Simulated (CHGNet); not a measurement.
Zinc-blende HgS (metastable phase)

Computed with the machine-learned potential CHGNet 0.3.0 (trained on PBE and PBE+U data).

Cell (relaxed at this level):

HgS is taken in the cubic space group F-43m (No. 216), the zinc blende structure, Pearson symbol cF8. Conventional cell: a = b = c = 6.000 Å, α = β = γ = 90.00°. Hg on 4a has 4 S at 2.598 Å (tetrahedral). S on 4c sees 4 Hg at 2.598 Å (tetrahedral). (Neighbours: up to the widest gap in distance over summed covalent radii, below 1.35, at either atom; cation-cation and far metal-metal contacts left out.)
(The calculation used a cell of 2 atoms; values per cell refer to that cell.)

```yaml
lattice_parameter_a: 6.000 Å
equilibrium_volume_per_atom: 27.00 Å³/atom
```

Measured, for comparison: lattice constant a 5.841 Å, equilibrium volume per atom 24.91 Å³/atom (295 K, no zero-point or thermal correction; as tabulated in Cardona et al. (2009), arXiv:0908.2634). Computed (rounded) less measured: lattice constant a +2.7 %, equilibrium volume per atom +8.4 %.

A machine-learned potential is trained on density-functional data: it inherits that level's misses and adds fitting errors of its own.

Note: this model's volume lies 8 % above that of the starting cell (a measured, published or database cell).
